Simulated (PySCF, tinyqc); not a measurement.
Inside a calculation. Method: CIS and TDHF on RHF in the sto-6g basis, frozen core, for CH+, spin multiplicity 1. The lowest restricted solution is unstable here: a spin-polarised one lies 0.0126 hartree lower (PySCF). Computed by tinyqc, a small Python program that keeps every step (integrals from PySCF). Settings: charge = 1, multiplicity = 1, basis = sto-6g, method = RHF, frozen orbitals = 1, energy threshold = 1e-10, iteration cap = 57, orthogonalisation = symmetric, start = atomic densities, DIIS depth = 6, TDHF = 1. Command: `OMP_NUM_THREADS=1 python tinyqc.py 30222 30223 out.jsonl` (the two numbers bound the seeds that draw the settings). One thread of a shared host (Intel(R) Xeon(R) Processor @ 2.60GHz), about 0.1 s of CPU time with the checks. The early iterations of the SCF are left out here.

## One-electron integrals

Geometry (angstrom):

| atom | x | y | z |
|---|---|---|---|
| C | 0.0000 | 0.0000 | 0.0000 |
| H | 0.0000 | 0.0000 | 1.0930 |

Basis sto-6g: exponents (1/bohr^2) and contraction coefficients of normalised primitives:

| element | l (shell) | exponent | coefficient |
|---|---|---|---|
| C | s (1) | 742.7370 | 0.0092 |
| C | s (1) | 136.1800 | 0.0494 |
| C | s (1) | 38.0983 | 0.1685 |
| C | s (1) | 13.0878 | 0.3706 |
| C | s (1) | 5.0824 | 0.4165 |
| C | s (1) | 2.0932 | 0.1303 |
| C | s (2) | 30.4972 | -0.0133 |
| C | s (2) | 6.0362 | -0.0470 |
| C | s (2) | 1.8760 | -0.0338 |
| C | s (2) | 0.7218 | 0.2502 |
| C | s (2) | 0.3135 | 0.5951 |
| C | s (2) | 0.1437 | 0.2407 |
| C | p (3) | 30.4972 | 0.0038 |
| C | p (3) | 6.0362 | 0.0377 |
| C | p (3) | 1.8760 | 0.1739 |
| C | p (3) | 0.7218 | 0.4180 |
| C | p (3) | 0.3135 | 0.4259 |
| C | p (3) | 0.1437 | 0.1017 |
| H | s (1) | 35.5232 | 0.0092 |
| H | s (1) | 6.5131 | 0.0494 |
| H | s (1) | 1.8221 | 0.1685 |
| H | s (1) | 0.6260 | 0.3706 |
| H | s (1) | 0.2431 | 0.4165 |
| H | s (1) | 0.1001 | 0.1303 |

Overlap, kinetic and nuclear-attraction integrals over the contracted functions; the nuclear repulsion is the sum of Za Zb / Rab.

nuclear repulsion = 2.904907 hartree

overlap S, lower triangle:
```
         1C 1s   1C 2s  1C 2px  1C 2py  1C 2pz   2H 1s
1C 1s   1.0000
1C 2s   0.2432  1.0000
1C 2px  0.0000  0.0000  1.0000
1C 2py  0.0000  0.0000  0.0000  1.0000
1C 2pz  0.0000  0.0000  0.0000  0.0000  1.0000
2H 1s   0.0641  0.4896  0.0000  0.0000  0.4662  1.0000
```

kinetic energy T (hartree), lower triangle:
```
          1C 1s   1C 2s  1C 2px  1C 2py  1C 2pz   2H 1s
1C 1s   16.0686
1C 2s   -0.4928  0.4924
1C 2px   0.0000  0.0000  1.4792
1C 2py   0.0000  0.0000  0.0000  1.4792
1C 2pz   0.0000  0.0000  0.0000  0.0000  1.4792
2H 1s   -0.0076  0.1057  0.0000  0.0000  0.2594  0.7685
```

nuclear attraction V (hartree), lower triangle:
```
           1C 1s    1C 2s   1C 2px   1C 2py   1C 2pz    2H 1s
1C 1s   -34.4921
1C 2s    -3.7362  -5.6309
1C 2px    0.0000   0.0000  -5.5885
1C 2py    0.0000   0.0000   0.0000  -5.5885
1C 2pz   -0.0178  -0.1723   0.0000   0.0000  -5.7150
2H 1s    -1.1175  -2.3861   0.0000   0.0000  -2.1536  -4.0828
```

core Hamiltonian H = T + V (hartree), lower triangle:
```
           1C 1s    1C 2s   1C 2px   1C 2py   1C 2pz    2H 1s
1C 1s   -18.4235
1C 2s    -4.2290  -5.1385
1C 2px    0.0000   0.0000  -4.1092
1C 2py    0.0000   0.0000   0.0000  -4.1092
1C 2pz   -0.0178  -0.1723   0.0000   0.0000  -4.2358
2H 1s    -1.1251  -2.2804   0.0000   0.0000  -1.8942  -3.3143
```

## Two-electron integrals

Functions are numbered as in S; the eight-fold symmetry (ij|kl) = (ji|kl) = (kl|ij) leaves the list below.

Two-electron integrals (ij|kl) in chemists' order, unique and non-zero (hartree):
```
(11|11) 3.5437   (21|11) 0.5295   (21|21) 0.1003   (22|11) 0.8536
(22|21) 0.1999   (22|22) 0.6248   (31|31) 0.0213   (32|31) 0.0319
(32|32) 0.1381   (33|11) 0.8536   (33|21) 0.1999   (33|22) 0.6248
(33|33) 0.6732   (41|41) 0.0213   (42|41) 0.0319   (42|42) 0.1381
(43|43) 0.0363   (44|11) 0.8536   (44|21) 0.1999   (44|22) 0.6248
(44|33) 0.6007   (44|44) 0.6732   (51|51) 0.0213   (52|51) 0.0319
(52|52) 0.1381   (53|53) 0.0363   (54|54) 0.0363   (55|11) 0.8536
(55|21) 0.1999   (55|22) 0.6248   (55|33) 0.6007   (55|44) 0.6007
(55|55) 0.6732   (61|11) 0.1474   (61|21) 0.0269   (61|22) 0.0526
(61|33) 0.0524   (61|44) 0.0524   (61|51) 0.0018   (61|52) 0.0034
(61|55) 0.0530   (61|61) 0.0074   (62|11) 0.3309   (62|21) 0.0785
(62|22) 0.2676   (62|33) 0.2615   (62|44) 0.2615   (62|51) 0.0080
(62|52) 0.0517   (62|55) 0.2799   (62|61) 0.0217   (62|62) 0.1475
(63|31) 0.0087   (63|32) 0.0437   (63|53) 0.0103   (63|63) 0.0187
(64|41) 0.0087   (64|42) 0.0437   (64|54) 0.0103   (64|64) 0.0187
(65|11) 0.2755   (65|21) 0.0663   (65|22) 0.2395   (65|33) 0.2274
(65|44) 0.2274   (65|51) 0.0146   (65|52) 0.0866   (65|55) 0.2636
(65|61) 0.0192   (65|62) 0.1569   (65|65) 0.1826   (66|11) 0.4731
(66|21) 0.1145   (66|22) 0.4405   (66|33) 0.4171   (66|44) 0.4171
(66|51) 0.0152   (66|52) 0.1294   (66|55) 0.4872   (66|61) 0.0322
(66|62) 0.3016   (66|65) 0.3555   (66|66) 0.7750
```

## Orthogonalisation

S = U s U^T; symmetric (Loewdin) form X = U s^(-1/2) U^T, so that X^T S X = 1.

eigenvalues of S: 0.3138  0.8214  1.0000  1.0000  1.1460  1.7189

X, lower triangle:
```
          1C 1s    1C 2s  1C 2px  1C 2py   1C 2pz   2H 1s
1C 1s    1.0244
1C 2s   -0.1382   1.1679
1C 2px   0.0000   0.0000  1.0000
1C 2py   0.0000   0.0000  0.0000  1.0000
1C 2pz  -0.0110   0.1352  0.0000  0.0000   1.1263
2H 1s    0.0237  -0.3632  0.0000  0.0000  -0.3404  1.2668
```

## Iteration 6 (converged): orbitals

converged F (hartree), lower triangle:
```
           1C 1s    1C 2s   1C 2px   1C 2py   1C 2pz    2H 1s
1C 1s   -11.8570
1C 2s    -3.0057  -1.8722
1C 2px    0.0000   0.0000  -0.2992
1C 2py    0.0000   0.0000   0.0000  -0.2992
1C 2pz   -0.0219  -0.1077   0.0000   0.0000  -0.8139
2H 1s    -0.8001  -0.9346   0.0000   0.0000  -0.7033  -0.9117
```

Diagonalise F' = X^T F X, C = X C', fill 3 alpha and 3 beta electrons from the bottom; D = 2 C_occ C_occ^T. Each column has its largest component positive (the first on a tie).

F' = X^T F X (hartree), lower triangle:
```
          1        2        3        4        5        6
1  -11.6606
2   -1.4407  -1.1965
3    0.0000   0.0000  -0.2992
4    0.0000   0.0000   0.0000  -0.2992
5   -0.0317   0.1011   0.0000   0.0000  -0.5778
6   -0.1338  -0.4635   0.0000   0.0000  -0.5159  -0.3670
```

orbital energies (hartree): MO1 -11.8587, MO2 -1.2703, MO3 -0.8714, MO4 -0.2992, MO5 -0.2992, MO6 0.1985

coefficients C:
```
            MO1      MO2      MO3      MO4     MO5      MO6
1C 1s    0.9967  -0.2163   0.1355   0.0000  0.0000   0.1031
1C 2s    0.0144   0.7646  -0.6326   0.0000  0.0000  -0.7405
1C 2px   0.0000   0.0000   0.0000  -0.5881  0.8088   0.0000
1C 2py   0.0000   0.0000   0.0000   0.8088  0.5881   0.0000
1C 2pz   0.0041   0.2452   0.6942   0.0000  0.0000  -0.9277
2H 1s   -0.0046   0.3090   0.3538   0.0000  0.0000   1.2777
```

D after iteration 6, lower triangle:
```
          1C 1s    1C 2s  1C 2px  1C 2py  1C 2pz   2H 1s
1C 1s    2.1172
1C 2s   -0.4735   1.9701
1C 2px   0.0000   0.0000  0.0000
1C 2py   0.0000   0.0000  0.0000  0.0000
1C 2pz   0.0903  -0.5033  0.0000  0.0000  1.0842
2H 1s   -0.0468   0.0248  0.0000  0.0000  0.6427  0.4413
```

Within a degenerate level the vectors are fixed only up to a rotation; this is one choice.

## Convergence

Stop when the energy changes by less than 1e-10 hartree and every element of the error matrix X^T (F D S - S D F) X is below 3e-06.

Course of the cycle:

| iteration | E (hartree) | change | largest element of the error matrix |
|---|---|---|---|
| 1 | -34.189616 | - | 6.23e-01 |
| 2 | -37.820447 | -3.63e+00 | 4.27e-02 |
| 3 | -37.821016 | -5.69e-04 | 5.55e-03 |
| 4 | -37.821049 | -3.35e-05 | 1.15e-03 |
| 5 | -37.821051 | -1.35e-06 | 2.34e-06 |
| 6 | -37.821051 | -3.11e-12 | 1.08e-07 |

PySCF RHF in the same basis = -37.821051 hartree

Converged in 6 iterations.

## Integrals over molecular orbitals

(pq|rs) = sum C_ip C_jq C_kr C_ls (ij|kl), one index at a time.

one-electron integrals over orbitals h = C^T H C (hartree), lower triangle:
```
          1        2        3        4        5        6
1  -18.4148
2    0.3496  -4.3152
3   -0.2150   0.1598  -3.9956
4    0.0000   0.0000   0.0000  -4.1092
5    0.0000   0.0000   0.0000   0.0000  -4.1092
6   -0.1691   0.6328   0.4006   0.0000   0.0000  -3.1481
```

Two-electron integrals over orbitals (pq|rs), unique and non-zero (hartree); the lowest 1 orbital is frozen and left out:
```
(22|22) 0.6226    (32|22) 0.0556    (32|32) 0.0862    (33|22) 0.5120
(33|32) -0.0594   (33|33) 0.6402    (42|42) 0.0962    (43|42) -0.0455
(43|43) 0.0563    (44|22) 0.5660    (44|32) -0.0450   (44|33) 0.5729
(44|44) 0.6732    (52|52) 0.0962    (53|52) -0.0455   (53|53) 0.0563
(54|54) 0.0363    (55|22) 0.5660    (55|32) -0.0450   (55|33) 0.5729
(55|44) 0.6007    (55|55) 0.6732    (62|22) -0.0663   (62|32) 0.0284
(62|33) -0.0397   (62|44) -0.1081   (62|55) -0.1081   (62|62) 0.1074
(63|22) 0.0023    (63|32) 0.0656    (63|33) -0.0888   (63|44) -0.0686
(63|55) -0.0686   (63|62) 0.0625    (63|63) 0.0906    (64|42) -0.0411
(64|43) 0.0056    (64|64) 0.0282    (65|52) -0.0411   (65|53) 0.0056
(65|65) 0.0282    (66|22) 0.5966    (66|32) 0.0880    (66|33) 0.4975
(66|44) 0.4989    (66|55) 0.4989    (66|62) 0.0129    (66|63) 0.0559
(66|66) 0.6726
```

## CIS matrix, singlets

A(ia,jb) = (e_a - e_i) d_ij d_ab + 2 (ia|jb) - (ij|ab).

CIS matrix A, singlet (hartree), lower triangle:
```
         2>4      2>5     2>6     3>4     3>5     3>6
2>4   0.5975
2>5   0.0000   0.5975
2>6   0.0000   0.0000  1.0871
3>4  -0.0459   0.0000  0.0000  0.1121
3>5   0.0000  -0.0459  0.0000  0.0000  0.1121
3>6   0.0000   0.0000  0.0369  0.0000  0.0000  0.7538
```

## CIS singlet states

dipole integrals <i|r|a> (bohr):
```
           x        y       z
2>4  -0.4317   0.5937  0.0000
2>5   0.5937   0.4317  0.0000
2>6   0.0000   0.0000  0.5033
3>4   0.2329  -0.3203  0.0000
3>5  -0.3203  -0.2329  0.0000
3>6   0.0000   0.0000  0.8943
```

Diagonalise A (1 hartree = 27.211386 eV); each vector has its largest component positive (the first on a tie). The transition dipole is mu = sqrt2 sum c_ia <i|r|a>.

singlet excitation energies (eV): 2.9318  2.9318  16.3757  16.3757  20.4006  29.6911

lowest vectors:
```
     state 1  state 2  state 3  state 4  state 5  state 6
2>4   0.0874   0.0329   0.9814   0.1678   0.0000   0.0000
2>5  -0.0329   0.0874  -0.1678   0.9814   0.0000   0.0000
2>6   0.0000   0.0000   0.0000   0.0000  -0.1088   0.9941
3>4   0.9318   0.3509  -0.0921  -0.0157   0.0000   0.0000
3>5  -0.3509   0.9318   0.0157  -0.0921   0.0000   0.0000
3>6   0.0000   0.0000   0.0000   0.0000   0.9941   0.1088
```

oscillator strengths 2/3 w |mu|^2: 0.0152  0.0152  0.4730  0.4730  0.6956  0.5197

Within a degenerate level the vectors are fixed only up to a rotation; this is one choice.

## TDHF (RPA) singlet states

B(ia,jb) = 2 (ia|jb) - (ib|ja); the squared energies are the eigenvalues of (A - B)(A + B); 1 hartree = 27.211386 eV.

TDHF matrix B, singlet (hartree), lower triangle:
```
         2>4      2>5     2>6     3>4     3>5     3>6
2>4   0.0962
2>5   0.0000   0.0962
2>6   0.0000   0.0000  0.1074
3>4  -0.0455   0.0000  0.0000  0.0563
3>5   0.0000  -0.0455  0.0000  0.0000  0.0563
3>6   0.0000   0.0000  0.0625  0.0000  0.0000  0.0906
```

squared energies w^2 (hartree^2): 0.0087  0.0087  0.3485  0.3485  0.5530  1.1721

TDHF energies from the positive w^2 (eV): 2.5367  2.5367  16.0642  16.0642  20.2358  29.4594

## CIS matrix, triplets

A(ia,jb) = (e_a - e_i) d_ij d_ab - (ij|ab).

CIS matrix A, triplet (hartree), lower triangle:
```
        2>4     2>5      2>6      3>4      3>5     3>6
2>4  0.4051
2>5  0.0000  0.4051
2>6  0.0000  0.0000   0.8723
3>4  0.0450  0.0000   0.0000  -0.0006
3>5  0.0000  0.0450   0.0000   0.0000  -0.0006
3>6  0.0000  0.0000  -0.0880   0.0000   0.0000  0.5725
```

## CIS triplet states

Diagonalise A (1 hartree = 27.211386 eV); each vector has its largest component positive (the first on a tie).

triplet excitation energies (eV): -0.1516  -0.1516  11.1576  11.1576  14.9272  24.3870

lowest vectors:
```
     state 1  state 2  state 3  state 4  state 5  state 6
2>4  -0.1079  -0.0149   0.9877   0.1121   0.0000   0.0000
2>5   0.0149  -0.1079  -0.1121   0.9877   0.0000   0.0000
2>6   0.0000   0.0000   0.0000   0.0000   0.2623   0.9650
3>4   0.9847   0.1361   0.1083   0.0123   0.0000   0.0000
3>5  -0.1361   0.9847  -0.0123   0.1083   0.0000   0.0000
3>6   0.0000   0.0000   0.0000   0.0000   0.9650  -0.2623
```

Within a degenerate level the vectors are fixed only up to a rotation; this is one choice.

A negative triplet energy shows that the restricted solution is unstable towards a spin-polarised one.

## TDHF (RPA) triplet states

B(ia,jb) = - (ib|ja); the squared energies are the eigenvalues of (A - B)(A + B); 1 hartree = 27.211386 eV.

TDHF matrix B, triplet (hartree), lower triangle:
```
         2>4      2>5      2>6      3>4      3>5      3>6
2>4  -0.0962
2>5   0.0000  -0.0962
2>6   0.0000   0.0000  -0.1074
3>4   0.0455   0.0000   0.0000  -0.0563
3>5   0.0000   0.0455   0.0000   0.0000  -0.0563
3>6   0.0000   0.0000  -0.0625   0.0000   0.0000  -0.0906
```

squared energies w^2 (hartree^2): -0.0046  -0.0046  0.1562  0.1562  0.2829  0.7937

TDHF energies from the positive w^2 (eV): 10.7547  10.7547  14.4721  24.2426

A + B or A - B has a negative eigenvalue: the restricted solution is unstable towards a spin-polarised one, a negative w^2 means an imaginary energy, and the lowest roots have no physical meaning.
